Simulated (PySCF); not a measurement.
Gas-phase reaction: 3 AlH + 5 H₂ + 2 C₃H₄ (propyne) → 3 AlH(CH₃)₂

Computed with PySCF and rigid-rotor harmonic-oscillator thermochemistry at 1 bar. † marks an energy on the PBE0/def2-TZVP geometry and frequencies; other levels use their own. MP2 and CCSD(T) freeze the core. All species are closed-shell singlets. Methyl groups turn as free rotors in AlH(CH₃)₂. AlH(CH₃)₂: computed as isolated molecules; such fragments, hydroxides, amides, oligomers or adducts are transient or little studied in the gas. MP2 isn't extrapolated to the basis-set limit; its ΔH°(298 K) is -1133.7 kJ in def2-SVP and -1145.2 kJ in def2-TZVPP. CCSD(T) isn't extrapolated to the basis-set limit; its ΔH°(298 K) is -1071.7 kJ in def2-SVP and -1098.7 kJ in def2-TZVPP. The harmonic model lacks anharmonicity and excited electronic states, which grow with temperature; levels with a mode under 35 cm⁻¹ are left out.

```tsv
level	ΔE electronic, kJ	ΔH°(298 K), kJ	ΔS°(298 K), J/K	ΔG°(1200 K), kJ
BLYP/def2-TZVP†	-1087	-979	-776	-13
CCSD(T)/def2-SVP†	-1180	-1072	-776	-106
CCSD(T)/def2-TZVPP†	-1207	-1099	-776	-133
HF/def2-TZVP†	-1152	-1045	-776	-79
M06-2X/def2-TZVP†	-1221	-1113	-776	-147
MP2/def2-SVP†	-1242	-1134	-776	-168
MP2/def2-TZVPP†	-1253	-1145	-776	-179
PBE/def2-TZVP†	-1232	-1125	-776	-159
PBE0/def2-QZVP†	-1309	-1201	-776	-235
PBE0/def2-TZVP	-1299	-1191	-776	-226
LDA/def2-TZVP†	-1417	-1309	-776	-343
```
ΔH° is lowest at LDA/def2-TZVP† and highest at BLYP/def2-TZVP†. No reference value is set beside these.
